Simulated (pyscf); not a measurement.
Structures and frequencies: ωB97X-D3(BJ)/def2-SVP in PySCF. MP2 and CC: frozen core, UHF for open shells. ΔMP2 is the change of the MP2 total energy from the triple- to the quadruple-zeta basis.

For H₂N–GeH(Cl)–Cl (SMILES [NH2][GeH]([Cl])[Cl]) -> Cl–Ge:–Cl (SMILES [Cl][Ge][Cl]) [singlet] + NH₃ (SMILES N), a 1,1-elimination (singlet surface; Ge–N, Ge–H broken, H–N formed), PBE/def2-TZVP gives ΔE‡ = 44.8 kcal/mol and ΔE = +8.8 kcal/mol (zero: the reactant's lowest minimum found). In which direction and how far do M06-2X/def2-TZVP, ωB97M-D3(BJ)/def2-TZVP, CCSD(T)/def2-TZVPP + ΔMP2(QZVPP) move these?

M06-2X: ΔE‡ = 58.7 kcal/mol, ΔE = +19.2 kcal/mol; ωB97M-D3(BJ): ΔE‡ = 56.8 kcal/mol, ΔE = +12.9 kcal/mol; CCSD(T): ΔE‡ = 57.3 kcal/mol, ΔE = +16.3 kcal/mol. PBE's barrier lies under all of them, by 12.0 to 13.9 kcal/mol. Its reaction energy lies under all of them, by 4.1 to 10.5 kcal/mol. Low barriers are usual for a GGA, whose delocalisation error favours stretched bonds. On the product side the descent ends in an adduct with a Ge–N contact, 24.0 kcal/mol under the separated species and 65.7 kcal/mol under the saddle at ωB97X-D3(BJ)/def2-TZVP. What is counted as broken (Ge–N) persists as a longer contact in the product adduct; parting that adduct is a step of its own. At ωB97X-D3(BJ) the barrier from the zero used here is 60.1 kcal/mol. This is the saddle that the search found; another between the same sides may lie lower. The CCSD(T) − MP2 part came from Ansatz, without density fitting, on the same reference. The frozen core leaves the outer d or s,p core shells of the metals and heavy elements correlated in the MP2 and CC values, and def2-TZVPP describes them poorly, which can shift differences by a few kcal/mol. Elements up to Kr have no core potential and no relativistic terms here.
